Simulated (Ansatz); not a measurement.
Conformers of C₄H₈O (`C=CCCO`), each relaxed with PBE0-D4/def2-TZVP in Ansatz. CBS adds the triple-zeta coupled-cluster correction to the MP2 limit.

Not all of them had a frequency check.

Conformer A:

```xyz
13

C     0.728   -1.240    0.963
C    -0.186   -1.202    0.001
C    -0.867    0.020   -0.535
C    -0.222    1.335   -0.143
O     1.068    1.492   -0.691
H     1.158   -2.179    1.288
H     1.074   -0.348    1.476
H    -0.489   -2.142   -0.456
H    -0.901   -0.044   -1.628
H    -1.913    0.015   -0.203
H    -0.202    1.436    0.952
H    -0.818    2.164   -0.529
H     1.568    0.694   -0.494
```

Conformer B:

Z-matrix (Å, degrees):
```
C
C 1 1.492
C 1 1.526 2 113.0
H 1 1.096 2 109.7 3 -120.6
H 1 1.095 2 109.9 3 121.3
C 2 1.326 1 125.1 3 -112.2
H 2 1.089 1 116.3 3 67.7
O 3 1.411 1 113.2 2 -61.0
H 3 1.098 1 109.5 2 63.4
H 3 1.093 1 109.4 2 -179.0
H 6 1.086 2 121.4 1 -1.2
H 6 1.084 2 121.7 1 179.3
H 8 0.960 3 108.4 1 72.5
```

Problem. Which is lowest in electronic energy at CCSD(T)/CBS (frozen core, def2 sets), and by how much? (Best estimate.)

Solution. The calculation gave: A; B lies 1.2 kJ/mol higher. Gaps under about 2 kJ/mol don't settle the order.

Problem. Give the energies relative to A (kJ/mol) with r2SCAN-D4/def2-TZVPP, PBE0-D4/def2-TZVPP, r2SCAN/def2-TZVPP, B3LYP/def2-TZVPP, SCS-MP2/def2-TZVPP, CCSD/def2-TZVPP, SCS-MP2/def2-QZVPP. (Best estimate.)

Solution. Computed: 
```
               level     B
r2SCAN-D4/def2-TZVPP   1.7
  PBE0-D4/def2-TZVPP   1.6
   r2SCAN/def2-TZVPP   1.5
    B3LYP/def2-TZVPP  -1.9
  SCS-MP2/def2-TZVPP  -0.3
     CCSD/def2-TZVPP   0.4
  SCS-MP2/def2-QZVPP  -0.2
```

B3LYP here is the variant with VWN-RPA as its local correlation; programs differ in this.
